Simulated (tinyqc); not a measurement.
Worked calculation: geometry optimisation on the RHF/sto-3g surface (energies and gradients from PySCF), for H3O+, spin multiplicity 1. Computed by tinyqc, a small Python program that keeps every step (integrals from PySCF). Settings: charge = 1, multiplicity = 1, basis = sto-3g, optimiser = bfgs, first Hessian = 0.6, largest step = 0.5, iteration cap = 30. Command: `OMP_NUM_THREADS=1 python tinyqc.py 20108 20109 out.jsonl` (the two numbers bound the seeds that draw the settings). One thread of a shared host (Intel(R) Xeon(R) Processor @ 2.60GHz), about 0.9 s of CPU time with the checks.

## Step 1: energy and gradient

positions at the start (bohr):
```
            x          y          z
1O   0.009449   0.034015   0.153068
2H   1.887836  -0.020787  -0.039684
3H  -0.806913   1.672408  -0.068030
4H  -0.837149  -1.596819  -0.005669
```

Self-consistent energy and analytic gradient at these positions.

energy = -75.32737485 hartree

gradient (hartree/bohr):
```
              x            y            z
1O  -0.04839138   0.00504944  -0.00632033
2H   0.01809389  -0.00337083  -0.00144543
3H   0.01386754  -0.00512644   0.00422771
4H   0.01642995   0.00344784   0.00353805
```

## Step 1: move

Quasi-Newton step p = -H^(-1) g (first H = 0.6 times the unit matrix); steps longer than 0.5 bohr are cut back.

positions after step 1 (bohr):
```
            x          y          z
1O   0.090101   0.025599   0.163602
2H   1.857680  -0.015169  -0.037275
3H  -0.830026   1.680952  -0.075076
4H  -0.864532  -1.602565  -0.011566
```

## Step 2: energy and gradient

As before.

energy = -75.32555637 hartree

gradient (hartree/bohr):
```
              x            y            z
1O   0.08439550  -0.00646803  -0.00712358
2H  -0.06068638   0.00010947   0.00884935
3H  -0.01402318   0.02630464  -0.00160056
4H  -0.00968594  -0.01994608  -0.00012520
```

## Step 2: move

inverse Hessian in use (bohr^2/hartree):
```
            1          2          3          4          5          6          7          8
1    1.025839   0.045974   0.078448   0.499902   0.006913  -0.075689   0.092840  -0.223042
2    0.045974   1.664050  -0.010915  -0.044350  -0.002177   0.007274  -0.003700   0.021060
3    0.078448  -0.010915   1.698090   0.004664   0.012198  -0.005042  -0.034340  -0.011954
4    0.499902  -0.044350   0.004664   1.382425   0.015547   0.036076  -0.109305   0.110972
5    0.006913  -0.002177   0.012198   0.015547   1.670739  -0.003733  -0.008306  -0.010075
6   -0.075689   0.007274  -0.005042   0.036076  -0.003733   1.662717   0.018978  -0.012653
7    0.092840  -0.003700  -0.034340  -0.109305  -0.008306   0.018978   1.666083   0.054298
8   -0.223042   0.021060  -0.011954   0.110972  -0.010075  -0.012653   0.054298   1.626602
9    0.004405   0.001366  -0.013591  -0.024387  -0.004197   0.005072   0.006671   0.014022
10   0.048086   0.002076  -0.048772  -0.106355  -0.014153   0.020636   0.017049   0.057773
11   0.170156  -0.016266   0.010671  -0.082168   0.008180   0.009111  -0.042292   0.029080
12  -0.007164   0.002275  -0.012791  -0.016352  -0.004268   0.003920   0.008692   0.010585

            9         10         11         12
1    0.004405   0.048086   0.170156  -0.007164
2    0.001366   0.002076  -0.016266   0.002275
3   -0.013591  -0.048772   0.010671  -0.012791
4   -0.024387  -0.106355  -0.082168  -0.016352
5   -0.004197  -0.014153   0.008180  -0.004268
6    0.005072   0.020636   0.009111   0.003920
7    0.006671   0.017049  -0.042292   0.008692
8    0.014022   0.057773   0.029080   0.010585
9    1.670788   0.013312  -0.011191   0.004397
10   0.013312   1.707886  -0.045696   0.014824
11  -0.011191  -0.045696   1.645673  -0.008592
12   0.004397   0.014824  -0.008592   1.671140
```

Quasi-Newton step p = -H^(-1) g (the inverse Hessian comes from BFGS updates; coordinates in the order x, y, z of each atom); steps longer than 0.5 bohr are cut back.

positions after step 2 (bohr):
```
            x          y          z
1O   0.046422   0.028741   0.168883
2H   1.891648  -0.014719  -0.042411
3H  -0.823661   1.665812  -0.074755
4H  -0.861186  -1.591017  -0.012032
```

## Step 3: energy and gradient

As before.

energy = -75.32884193 hartree

gradient (hartree/bohr):
```
              x            y            z
1O  -0.00284585  -0.00048758  -0.00551116
2H  -0.00194361  -0.00135183   0.00160027
3H   0.00116461   0.00755561   0.00180643
4H   0.00362485  -0.00571620   0.00210447
```

## Step 3: move

inverse Hessian in use (bohr^2/hartree):
```
            1          2          3          4          5          6          7          8
1    0.939707   0.045326   0.015433   0.508095  -0.010130  -0.061416   0.118008  -0.149508
2    0.045326   1.664589  -0.005554  -0.039617  -0.000880   0.005442  -0.004513   0.013398
3    0.015433  -0.005554   1.714589   0.060778   0.015016  -0.015403  -0.026684  -0.046298
4    0.508095  -0.039617   0.060778   1.421773   0.029407   0.018063  -0.120312   0.033408
5   -0.010130  -0.000880   0.015016   0.029407   1.671100  -0.005988  -0.005953  -0.017049
6   -0.061416   0.005442  -0.015403   0.018063  -0.005988   1.667264   0.018382   0.004452
7    0.118008  -0.004513  -0.026684  -0.120312  -0.005953   0.018382   1.660577   0.047957
8   -0.149508   0.013398  -0.046298   0.033408  -0.017049   0.004452   0.047957   1.687927
9    0.027528  -0.000247  -0.015847  -0.041937  -0.004304   0.007611   0.003209   0.021277
10   0.100856  -0.001195  -0.049527  -0.142889  -0.013324   0.024971   0.008393   0.068144
11   0.114312  -0.010440   0.036836  -0.023197   0.013496  -0.003906  -0.037491  -0.017609
12   0.018455   0.000359  -0.016673  -0.036903  -0.004724   0.007193   0.005093   0.020569

            9         10         11         12
1    0.027528   0.100856   0.114312   0.018455
2   -0.000247  -0.001195  -0.010440   0.000359
3   -0.015847  -0.049527   0.036836  -0.016673
4   -0.041937  -0.142889  -0.023197  -0.036903
5   -0.004304  -0.013324   0.013496  -0.004724
6    0.007611   0.024971  -0.003906   0.007193
7    0.003209   0.008393  -0.037491   0.005093
8    0.021277   0.068144  -0.017609   0.020569
9    1.670453   0.011201  -0.016726   0.004449
10   0.011201   1.700306  -0.053625   0.013355
11  -0.016726  -0.053625   1.681220  -0.016204
12   0.004449   0.013355  -0.016204   1.671697
```

As before.

positions after step 3 (bohr):
```
            x          y          z
1O   0.051467   0.029413   0.179372
2H   1.896611  -0.012060  -0.045506
3H  -0.826303   1.651934  -0.078191
4H  -0.868551  -1.580469  -0.015990
```

## Convergence

Stop when the largest gradient component is below 3e-5 hartree/bohr. The inverse Hessian follows the BFGS update with s = step, y = change of gradient.

Course of the optimisation:
```
step   E (hartree)  largest gradient (hartree/bohr)
1     -75.32737485                         4.84e-02
2     -75.32555637                         8.44e-02
3     -75.32884193                         7.56e-03
4     -75.32909779                         6.17e-03
5     -75.32947906                         1.40e-02
6     -75.32964724                         9.17e-03
7     -75.32987267                         6.12e-03
8     -75.33041084                         3.92e-03
9     -75.33043558                         7.47e-04
10    -75.33043945                         1.19e-04
11    -75.33043947                         1.17e-05
```

Final distances (angstrom):
```
pair   distance
2H-1O  0.990323
3H-1O  0.990320
3H-2H  1.659333
4H-1O  0.990306
4H-2H  1.659258
4H-3H  1.659264
```

Converged in 11 steps.
